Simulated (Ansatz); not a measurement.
Palladium, fcc: convergence with the plane-wave cutoff

Computed with Ansatz, r²SCAN, scalar-relativistic PAW, on the relaxed cell (a = 3.914 Å; ferromagnetic, net 0.41 μB per atom). Errors count from a run at 500 eV on a Γ-centred 23×23×23 mesh with Fermi-Dirac smearing of 0.05 eV, extrapolated to zero width. Fixed here: mesh 14×14×14, Fermi-Dirac width 0.05 eV. The pressure holds a Pulay correction and is unreliable far below the recommended cutoff.

| cutoff (eV) | E(σ→0) error (meV/atom) | P (GPa) | sphere moment (μB) | SCF iterations |
| --- | --- | --- | --- | --- |
| 150 | 58618.4 | -109.70 | 0.00 | 18 |
| 200 | 12180.3 | -4.09 | 0.42 | 17 |
| 250 | 1790.5 | 3.26 | 0.48 | 13 |
| 300 | 192.1 | -0.77 | 0.49 | 13 |
| 350 | 22.5 | -0.10 | 0.49 | 13 |
| 420 | 9.8 | -0.01 | 0.49 | 13 |
| 500 | 1.5 | 0.02 | 0.49 | 13 |
| 600 | -2.8 | 0.03 | 0.49 | 13 |
| 800 | -4.8 | 0.01 | 0.49 | 13 |

Within 5 meV/atom of the last row: from 600 eV on.
